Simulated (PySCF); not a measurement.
# Relaxation of triplet SF2

Level of theory: UPBE/[S def2-TZVP, F def2-TZVP], no relativity, density fitting, PySCF. A (50,194) grid was used.

A hand-made bent start, of C2v symmetry, held to at least that symmetry:

Coordinates in bohr (charge 0 multiplicity 3):
```
S     0.0000    0.0000   -0.9830
F     2.5851    0.0000    0.8272
F    -2.5851    0.0000    0.8272
```

Optimiser trace:
```
step  E − E(last) (kJ/mol)  largest gradient (Eh/bohr)
   0                137.51                     0.04906
   1                 52.54                     0.04093
   2                 18.15                     0.02513
   3                  8.46                     0.01697
   4                  0.66                     0.00335
   5                  0.10                     0.00129
   6                  0.01                     0.00047
   7                  0.00                     0.00009
   8                  0.00                     0.00001
```

It ends at C2v with S–F 1.700 Å (×2); F–S–F 167.3° (after a last refinement on a finer grid). A frequency run shows a minimum.

Final geometry:
```xyz
3
charge 0 multiplicity 3, angstrom
S     0.0000    0.0000   -0.1017
F     1.6894    0.0000    0.0868
F    -1.6894    0.0000    0.0868
```

At this level a singlet minimum of C2v symmetry lies 82 kJ/mol below this structure.
